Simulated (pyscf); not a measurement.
Ag• + silane (SiH₄) → H₃Si–Ag + H atom (H•), a substitution at Si (doublet surface; H–Si broken, Ag–Si formed). Structures and frequencies: ωB97X-D3(BJ)/def2-SVP in PySCF. Energies in eV from the separated reactants.

AM1 to PM7: differences of heats of formation from MOPAC, which are fitted to 298 K values and so differ in kind from electronic energies by zero-point and thermal terms. Open shells are spin-unrestricted. 

Problem. In single points PM7 puts the saddle at 0.34 eV and the reaction energy at -0.02 eV. Should these be trusted to within a few kcal/mol? Compare with ωB97M-D3(BJ)/def2-TZVP.

Solution. ωB97M-D3(BJ)/def2-TZVP gives ΔE‡ = 1.83 eV and ΔE = +1.76 eV. PM7 lies 1.49 eV under it in the barrier and 1.78 eV under it in the reaction energy, so on this step it does not hold to within 0.13 eV. ωB97M-D3(BJ)/def2-TZVP has limits of its own. The products may also form a dative adduct at H₃Si–Ag; it and routes through it were not searched. One saddle was located; it need not be the lowest between these sides. The angle at the attacked Si is 180°. Open-shell species with a d-block atom are single-reference here; other states, and whether the spin sits on metal or ligand, were not checked. In the def2 sets elements past Kr carry core potentials, without spin-orbit coupling.
